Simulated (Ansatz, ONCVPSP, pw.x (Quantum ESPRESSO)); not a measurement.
pw.x on bcc Ta: one setting changed

Potential: optimised norm-conserving Vanderbilt (ONCV), ONCVPSP 4.0.1.1 (patched build), PBE; core [Kr] 4d10 4f14, reference 5s2 5p6 5d3 6s2; waves: 5s+6s: rc 1.65 bohr, ncon 4, nbas 9, qcut 7.4 1/bohr, 2 projectors; 5p: rc 1.80 bohr, ncon 3, nbas 7, qcut 9.4 1/bohr, 2 projectors, debl 1.7 Ha; 5d: rc 2.10 bohr, ncon 4, nbas 7, qcut 5.4 1/bohr, 2 projectors, debl 0.8 Ha; local part: polynomial inside 1.10 bohr (lpopt 5, dvloc0 0 Ha); core correction: Teter function, fcfact 3.75, rcfact 1.1.

The reference run (k-mesh 14³, cutoffs 75/300 Ry, Fermi–Dirac 0.01 Ry, mixing_beta 0.4, conv_thr 1e-9, no spin) gives -1.03 GPa at 18.192 Å³/atom, where all-electron LAPW gives 1.22 GPa. This run, with its own iteration cap, changes k-mesh shift to 1.

```
&control
  calculation='scf', prefix='x', pseudo_dir='./', outdir='./tmp', tstress=.true., disk_io='none'
/
&system
  ibrav=0, nat=1, ntyp=1, ecutwfc=75, ecutrho=300, nbnd=14,
  occupations='smearing', smearing='fd', degauss=0.01
/
&electrons
  conv_thr=1e-09, mixing_beta=0.4, electron_maxstep=50
/
ATOMIC_SPECIES
Ta 1.0 Ta.UPF
CELL_PARAMETERS angstrom
  -1.65681297 1.65681297 1.65681297
  1.65681297 -1.65681297 1.65681297
  1.65681297 1.65681297 -1.65681297
ATOMIC_POSITIONS crystal
Ta 0.0000 0.0000 0.0000
K_POINTS automatic
14 14 14 1 1 1
```

```bash
pw.x < Ta.scf.in > Ta.scf.out
```

Problem. How does the run end?

Solution. It converges in 7 iterations; the free energy moves by +1.8 meV/atom and the pressure by +0.12 GPa.

```
Message from routine setup:
     using ibrav=0 with symmetry is DISCOURAGED, use correct ibrav instead
     lattice parameter (alat)  =       5.4229  a.u.
     unit-cell volume          =     122.7657 (a.u.)^3
     number of electrons       =        13.00
     number of Kohn-Sham states=           14
     kinetic-energy cutoff     =      75.0000  Ry
     charge density cutoff     =     300.0000  Ry
     scf convergence threshold =      1.0E-09
     Exchange-correlation= PBE
     number of k points=   100  Fermi-Dirac smearing, width (Ry)=  0.0100
     iteration #  1     ecut=    75.00 Ry     beta= 0.40
     total energy              =    -121.71650786 Ry
     estimated scf accuracy    <       0.02491604 Ry
     iteration #  2     ecut=    75.00 Ry     beta= 0.40
     total energy              =    -121.71671276 Ry
     estimated scf accuracy    <       0.00404074 Ry
     iteration #  3     ecut=    75.00 Ry     beta= 0.40
     total energy              =    -121.71731093 Ry
     estimated scf accuracy    <       0.00020127 Ry
     iteration #  4     ecut=    75.00 Ry     beta= 0.40
     total energy              =    -121.71732310 Ry
     estimated scf accuracy    <       0.00000326 Ry
     iteration #  5     ecut=    75.00 Ry     beta= 0.40
     total energy              =    -121.71732410 Ry
     estimated scf accuracy    <       0.00000029 Ry
     iteration #  6     ecut=    75.00 Ry     beta= 0.40
     total energy              =    -121.71732416 Ry
     estimated scf accuracy    <          4.3E-09 Ry
     iteration #  7     ecut=    75.00 Ry     beta= 0.40
     the Fermi energy is    18.2874 ev
!    total energy              =    -121.71732416 Ry
     estimated scf accuracy    <          1.9E-10 Ry
     smearing contrib. (-TS)   =      -0.00609125 Ry
     The total energy is F=E-TS. E is the sum of the following terms:
     one-electron contribution =     -18.21671737 Ry
     hartree contribution      =      14.52611270 Ry
     xc contribution           =     -19.80190784 Ry
     ewald contribution        =     -98.21872040 Ry
     convergence has been achieved in   7 iterations
          total   stress  (Ry/bohr**3)                   (kbar)     P=       -9.08
     Message from routine punch:
     Nothing written, as per user request (disk_io='none')
```

The run took about 34 s on one core of a shared host (Neoverse-N1, 64 threads, 124 GiB, load 50).
